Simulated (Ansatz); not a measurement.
Reaction (hydrogenolysis of a C–C bond): `CCCOCF` + H₂ → `CCOCF` + CH₄

Gas-phase electronic energies from Ansatz, PBE0-D4/def2-TZVP geometries. CCSD(T)/CBS is the MP2 limit (def2-TZVPP, def2-QZVPP) plus CCSD(T) − MP2 in def2-TZVPP, frozen cores. This one scheme is used for every species. DFT in def2-TZVPP. B3LYP here is the variant with VWN-RPA as its local correlation; programs differ in this. One conformer a species, not always the lowest.

`CCCOCF`:

Cartesian coordinates in Å:
```
C -1.665 0.626 -1.280
C -0.594 -0.292 -0.718
C -0.235 0.086 0.704
O 0.689 -0.810 1.307
C 2.003 -0.491 1.168
F 2.469 -0.750 -0.113
H -1.929 0.345 -2.301
H -1.327 1.666 -1.302
H -2.579 0.589 -0.680
H -0.942 -1.330 -0.721
H 0.304 -0.260 -1.340
H 0.170 1.108 0.741
H -1.128 0.062 1.334
H 2.191 0.576 1.349
H 2.572 -1.124 1.852
```

H₂:

Z-matrix (Å, degrees):
```
H
H 1 0.746
```

`CCOCF`:

Z-matrix (Å, degrees):
```
C
C 1 1.505
H 1 1.092 2 110.1
H 1 1.091 2 110.6 3 -119.7
H 1 1.092 2 110.8 3 120.1
O 2 1.422 1 108.4 3 180.0
H 2 1.095 1 111.0 3 59.6
H 2 1.099 1 111.0 3 -60.3
C 6 1.361 2 114.3 1 174.8
F 9 1.385 6 111.4 2 71.0
H 9 1.091 6 107.7 2 -171.2
H 9 1.099 6 112.1 2 -47.8
```

CH₄:

Cartesian coordinates in Å:
```
C 0.000 0.000 0.000
H -0.913 0.090 0.587
H -0.227 -0.474 -0.954
H 0.723 -0.607 0.544
H 0.417 0.991 -0.177
```

Question: Is it downhill or uphill in electronic energy at CCSD(T)/CBS, and by how much? (Best estimate.)

Answer: The calculation gave: Downhill: ΔE = -71.3 kJ/mol.

Question: What do these levels give: PBE-D4, r2SCAN-D4, PBE0-D4, B3LYP-D4, ωB97X-V, ωB97M-V, r2SCAN, B3LYP, HF/def2-TZVPP, CCSD/def2-TZVPP, CCSD(T)/def2-TZVPP, CCSD/CBS(def2)? (Estimate.)

Answer: Ansatz gave: PBE-D4 -70.5, r2SCAN-D4 -74.0, PBE0-D4 -73.2, B3LYP-D4 -75.3, ωB97X-V -72.2, ωB97M-V -72.7, r2SCAN -75.6, B3LYP -84.0, HF/def2-TZVPP -92.2, CCSD/def2-TZVPP -75.9, CCSD(T)/def2-TZVPP -72.0, CCSD/CBS(def2) -75.2 kJ/mol.

Largest T1 diagnostic among the species: 0.011.

In def2-TZVPP, CCSD(T) changes the Hartree–Fock value by +20.2 kJ/mol (the triples alone add +3.9 kJ/mol) and MP2 by +22.6 kJ/mol. The D4 term adds +8.7 kJ/mol with B3LYP and +4.9 kJ/mol with PBE0; it sums over pairs of atoms, weighted by their polarisabilities, and B3LYP, whose exchange is more repulsive, gets the larger term.
